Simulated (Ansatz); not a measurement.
Saddle point of C2H8Si, closed shell (C₂H₈Si (C[SiH2]C) → CH₄Si ([CH3][SiH]) + CH₄; bonds formed: C2–H3; bonds broken: Si1–C2, Si1–H3), PBE0-D4/def2-TZVP structure:

```xyz
11
angstrom
Si -1.1546 0.2093 -0.2434
C 0.4237 -1.3803 -0.2096
H -0.6021 -0.8637 -1.1676
H -1.6955 -0.4149 0.9985
C 0.0609 1.5847 0.1942
H -0.0013 -2.3662 -0.0349
H 1.1420 -1.4025 -1.0290
H 0.9076 -0.9995 0.6881
H 0.7744 1.7176 -0.6230
H -0.4718 2.5312 0.3130
H 0.6166 1.3842 1.1138
```

Energies are electronic, without zero-point energy. Barriers and step energies count from the start structure reached by relaxing down the imaginary mode; all methods use the PBE0-D4 structures, on which another method's saddle can fall below an end. Ansatz 0.2.0; basis: def2-TZVPP, with def2-QZVPP for the basis limit; cores frozen in the correlated methods. B3LYP uses VWN-RPA correlation. Extrapolation: Hartree–Fock as exp(−7.88 √X), correlation as X^−2.97.

```
      method  barrier (eV)  step energy (eV)
       SPW92         2.791             2.321
      PBE-D4         2.875             2.181
     BLYP-D4             ?             2.048
   r2SCAN-D4             ?             2.394
      B97M-V         3.150             2.234
     PBE0-D4         3.158             2.327
    B3LYP-D4         3.186             2.189
  r2SCAN0-D4         3.294             2.449
    BHLYP-D4         3.524             2.334
CAM-B3LYP-D4         3.368             2.307
     wB97X-V         3.426             2.393
     wB97M-V         3.294             2.237
      B2PLYP         3.271             2.282
    PBE-QIDH         3.371             2.457
  RPA on PBE         3.190             2.157
          HF         4.027             2.370
         MP2             ?             2.414
        CCSD         3.411             2.267
     CCSD(T)         3.273             2.257
```

(1) Fill in the withheld barriers. (To be estimated.)

The T1 diagnostic stays at or below 0.014. The restricted Hartree–Fock reference is unstable towards an unrestricted one at one or more of these structures.

## Answers

(1) By the calculation: MP2 3.327; r2SCAN-D4 3.103; BLYP-D4 2.952 eV. Each is the energy of the saddle less that of the start structure, by the same method.

For comparison, the barrier by CCSD(T) at an estimated basis limit (MP2 extrapolated from triple and quadruple zeta, plus CCSD(T) − MP2 in triple zeta) is 3.274 eV.

Losses and insertions of silylenes and their heavier kin drive the gas-phase chemistry of silicon and germanium vapour deposition.

Labels in which every atom is bracketed show which atoms are joined, not bond orders.

For scale, one of the runs: CCSD(T)/def2-TZVPP, 216 basis functions, launched by `ansatz run in.yaml --threads 2 --pin off --events-out ev --progress --plain --max-ram 4352MiB`. The run took 64 s on 2 CPU threads of an Arm Neoverse V2 (shared host), with 3.1 GiB of host memory at its peak.
